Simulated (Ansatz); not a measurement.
The first iterations of a band of BFH2O (5 atoms, charge 0, multiplicity 1).

Theory: RKS PBE-D4/def2-SVP in Ansatz 0.2.0.

```json
{
 "movable images": "5",
 "climbing image": "yes",
 "spring": "2.0 to 10.0 eV/Å², energy-weighted",
 "optimiser": "quadratic models (default)",
 "start path": "through a guess of the saddle point",
 "force threshold": "0.03 eV/Å",
 "iteration limit": "60",
 "end points": "relaxed"
}
```

Image 0:

```xyz
5
Properties=species:S:1:pos:R:3
B 0.385 -0.015 0.084
O 0.578 -0.119 1.419
H -0.263 -0.210 1.907
H 1.341 0.104 -0.651
F -0.857 -0.042 -0.427
```

Image 6:

```xyz
5
Properties=species:S:1:pos:R:3
B -0.251 -0.487 -0.791
O 0.763 0.380 1.320
H 0.517 -0.421 1.825
H 1.482 0.038 0.751
F -1.326 0.208 -0.774
```

| iteration | highest image above the first end (eV) | largest band force component (eV/Å) |
| --- | --- | --- |
| 1 | 6.301 | 6.931 |
| 2 | 4.873 | 4.376 |
| 3 | 4.497 | 2.369 |
| 4 | 4.496 | 1.443 |
| 5 | 4.401 | 1.457 |
| 6 | 4.413 | 1.044 |
| 7 | 4.455 | 0.759 |
| 8 | 4.453 | 0.841 |

Task: Does the band converge within its limit, and where does its top end?

Result: It converged. It ended after 25 iterations with the highest image 4.429 eV above the first end. Neighbouring images differ by up to 2.3 eV, so the band resolves the path poorly. Another band between the same ends (5 images) ends at a top of the same energy, where a vibrational analysis finds 1 clearly imaginary mode. The orbitals stay closed-shell, which can raise the energy where a bond breaks towards radicals; this wasn't checked here.

Time of the run: 45 s on 1 thread of Intel(R) Xeon(R) Platinum 8559C (Emerald Rapids), with other jobs on the host, peak memory 0.12 GiB.
